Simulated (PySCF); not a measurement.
LiH, SMILES [LiH].

Geometry: PBE0-D3(BJ)/def2-TZVPD.

All values below come from TDA-PBE/def2-TZVPD (PySCF 2.14.0).

Vertical excitations; the highest root listed may be one member of a degenerate set.  State labels are in the subgroup C2v.

Computed excitation energies, oscillator strengths and character:
```json
[
 {"state": "S1", "symmetry": "A1", "energy (eV)": "3.10", "λ (nm)": "400", "f": "0.085", "main pairs": "HOMO→LUMO 95 %"},
 {"state": "S2", "symmetry": "B1", "energy (eV)": "4.02", "λ (nm)": "308", "f": "0.194", "main pairs": "HOMO→LUMO+1 (degenerate set)"},
 {"state": "S3", "symmetry": "B2", "energy (eV)": "4.02", "λ (nm)": "308", "f": "0.194", "main pairs": "HOMO→LUMO+2 (degenerate set)"},
 {"state": "S4", "symmetry": "A1", "energy (eV)": "5.63", "λ (nm)": "220", "f": "0.000", "main pairs": "HOMO→LUMO+3 82 %, HOMO→LUMO+6 14 %"},
 {"state": "S5", "symmetry": "B1", "energy (eV)": "5.96", "λ (nm)": "208", "f": "0.020", "main pairs": "HOMO→LUMO+4 (degenerate set)"},
 {"state": "S6", "symmetry": "B2", "energy (eV)": "5.96", "λ (nm)": "208", "f": "0.020", "main pairs": "HOMO→LUMO+5 (degenerate set)"},
 {"state": "S7", "symmetry": "A1", "energy (eV)": "6.29", "λ (nm)": "197", "f": "0.010", "main pairs": "HOMO→LUMO+6 85 %"},
 {"state": "S8", "symmetry": "A1", "energy (eV)": "8.62", "λ (nm)": "144", "f": "0.253", "main pairs": "HOMO→LUMO+7 95 %"},
 {"state": "S9", "symmetry": "B1", "energy (eV)": "9.79", "λ (nm)": "127", "f": "0.365", "main pairs": "HOMO→LUMO+8 (degenerate set)"},
 {"state": "S10", "symmetry": "B2", "energy (eV)": "9.79", "λ (nm)": "127", "f": "0.365", "main pairs": "HOMO→LUMO+9 (degenerate set)"},
 {"state": "T1", "symmetry": "A1", "energy (eV)": "2.44", "λ (nm)": "509", "f": "0", "main pairs": "HOMO→LUMO 99 %"},
 {"state": "T2", "symmetry": "B1", "energy (eV)": "3.57", "λ (nm)": "347", "f": "0", "main pairs": "HOMO→LUMO+1 (degenerate set)"},
 {"state": "T3", "symmetry": "B2", "energy (eV)": "3.57", "λ (nm)": "347", "f": "0", "main pairs": "HOMO→LUMO+2 (degenerate set)"},
 {"state": "T4", "symmetry": "A1", "energy (eV)": "5.04", "λ (nm)": "246", "f": "0", "main pairs": "HOMO→LUMO+3 98 %"}
]
```
Triplets are in the Tamm–Dancoff approximation.
